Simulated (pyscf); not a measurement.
Thermochemistry of product channels of O=Nb(OH)(OH)–OH + ammonia (NH₃) on the singlet surface, in eV, from ωB97M-D3(BJ)/def2-TZVP energies (ideal gas, 1 atm, RRHO with modes under 100 cm⁻¹ raised to 100, one conformer, R ln 2 for chiral ones without a mode under 150 cm⁻¹). Optimised with ωB97X-D3(BJ)/def2-SVP in PySCF.

| products | ΔE | ΔH(298 K) | ΔG(900 K) | ΔG(1200 K) |
|---|---|---|---|---|
| H₂N–Nb(=O)(OH)–OH + water (H₂O) | +0.52 | +0.50 | +0.40 | +0.36 |
| H₂N–Nb(OH)(OH)(OH)–OH | +0.17 | +0.19 | +1.36 | +1.70 |

These are energies of the channels, which say nothing of barriers. Elements past Kr carry the def2 core potentials, without spin-orbit coupling.
